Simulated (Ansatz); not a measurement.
Two isomers of C4H6O: A = `C#COCC`, B = `C#CCOC`.

Program: Ansatz. Geometries: PBE0-D4/def2-TZVP. ΔE: electronic, gas phase. CBS: MP2 limit from def2 TZ/QZ plus the TZ coupled-cluster correction, frozen cores. DFT in def2-TZVPP. Each species was taken in one conformer, which may not be the lowest.

Question: Which is lower in electronic energy at CCSD(T)/CBS, and by how much? (Estimate.)

Answer: Ansatz gave: B, by 4.6 kJ/mol.

Question: Give E(B) − E(A) in kJ/mol with PBE-D4, ωB97M-V, MP2/def2-TZVPP, PBE0-D4, r2SCAN-D4, CCSD(T)/def2-TZVPP, B2PLYP. (Estimate.)

Answer: Computed: PBE-D4 5.6, ωB97M-V 0.1, MP2/def2-TZVPP -3.0, PBE0-D4 4.3, r2SCAN-D4 4.5, CCSD(T)/def2-TZVPP -4.6, B2PLYP -1.9. The order is the other way round with PBE-D4, PBE0-D4, r2SCAN-D4.

Largest T1 diagnostic: 0.012.
